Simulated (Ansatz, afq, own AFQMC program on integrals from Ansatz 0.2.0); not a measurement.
Integrals from Ansatz 0.2.0, then the random walk in our own AFQMC program (afq).

```yaml
crystal:
  periodic: [false, false, false]
  atoms:
    - {symbol: B, position_ang: [-0.002836, 0.005461, 0.005409]}
    - {symbol: H, position_ang: [0.411849, 0.817956, 0.816062]}
    - {symbol: H, position_ang: [-0.427163, -0.802233, 0.815870]}
    - {symbol: H, position_ang: [-0.415648, 0.814107, -0.810034]}
    - {symbol: H, position_ang: [0.461381, -0.888404, -0.879910]}
basis:
  gaussian: {orbitals: 6-31G}
magnetization: {spin_polarized: true, initial_magnetization: 1}
correlation: {method: ccsd_t, electrons: outside_noble_gas, hamiltonian_folder: ham}
```

```sh
$ ansatz run in.yaml --threads 1 --pin off --events-out ev --progress --plain --max-ram 16896MiB --backend cuda --devices 0, --max-vram 18GiB
```

Options of the walk:

```
--method phaseless --trial mp1 --walkers 160 --populations 1 --least-time 40 --time-step 0.005 --steps-per-block 10 --equilibration-blocks 60 --max-blocks 1200 --target-error 0.00064 --factor-cut 1e-05 --start spin_pure --seed 9330 --taylor-order 6
```

Times are imaginary, in 1/Eh. The walk had a cap of 60 s.

Log:

```
orbitals 16  electrons 4 3  factors 110 of 254
reference energy -26.84829386 Eh
CCSD correlation -0.09386676 Eh in 11 cycles, weight of the determinant in the CISD state 0.9349
energy of the start -26.919161 Eh
 block  time / (1/Eh)  mean weight  energy / Eh
     1     0.050  1.0009  -26.920709
     2     0.100  0.9995  -26.922332
     3     0.150  1.0004  -26.923565
     4     0.200  0.9996  -26.924696
     5     0.250  1.0002  -26.925847
    10     0.500  1.0007  -26.931115
   106     5.300  0.9998  -26.943397
   211    10.550  1.0009  -26.942377
   316    15.800  1.0001  -26.942127
   421    21.050  0.9987  -26.945522
   526    26.300  1.0000  -26.942119
   631    31.550  1.0007  -26.943977
   736    36.800  1.0002  -26.938288
   820    41.000  0.9977  -26.949248
   841    42.050  1.0000  -26.943565
blocks merged  error / Eh  count
     1  0.000070  800
     2  0.000097  400
     4  0.000133  200
     8  0.000177  100
    16  0.000223  50
    32  0.000247  25
    64  0.000255  12
energy -26.943305 +/- 0.000247 Eh
(rows thinned)
```

The run passed its tests (sampling time, drift between the halves within three errors, error under three times the target), which doesn't prove that it has relaxed.

Against this walk (error 6.7 meV) on the same determinant: CCSD(T) 15.4 meV lower, CCSDT(Q) 32.8 meV lower, CCSDTQ 33.1 meV lower, full CI 33.2 meV lower, a separate phaseless walk with a CISD trial and standard settings 26.2 ± 6.8 meV lower. The error is statistical and leaves out the bias of the constraint. Full CI is exact here, so the walk's 33 meV above it is the walk's own error: the bias of the constraint with this trial.

Cautions: constraint bias not in the error.

The walk took 49 s on 1 × NVIDIA H100 80GB HBM3 with 2 threads of AMD EPYC 7R13 Processor (Zen 3), with other jobs on the host (the card was shared). The log's last line is the phaseless energy.

CCSDT and higher add their correlation energy to the determinant of the CCSD(T) run, since their own runs factorise the integrals more tightly (a shift of under 2 meV). A walk keeps the symmetry of its determinant, which the program's search chose and which needn't be the lowest solution, so a lower state of the same spin and another symmetry isn't excluded.
